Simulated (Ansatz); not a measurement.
Two shapes of doublet PH₂.

Shape 1:

```xyz
3

H    -0.0400    0.3107   -1.0062
P    -0.0039   -0.6331    0.0365
H    -0.0030    0.3505    1.0726
```

Shape 2:

```xyz
3

H     0.0000    0.3602   -1.1077
P     0.0000   -0.7204    0.0000
H     0.0000    0.3602    1.1077
```

Basis set: def2-SVP (spherical functions). Frozen core: 5 orbitals. Correlation on ROHF uses semicanonical orbitals with singles. Charge 0, multiplicity 2.

Computed with Ansatz (development build ahead of 0.2.0); each method stands on the lowest determinant of its kind that the runs found.

(1) Which shape is lower in energy, and by how much in each method?

Results:

(1)

```csv
method,E(2) − E(1) (eV)
UHF,0.319
ROHF-MP2,0.294
UHF-MP2,0.292
ROHF-CCSD(T),0.238
UHF-CCSD(T),0.238
```

Shape 1 is lower.
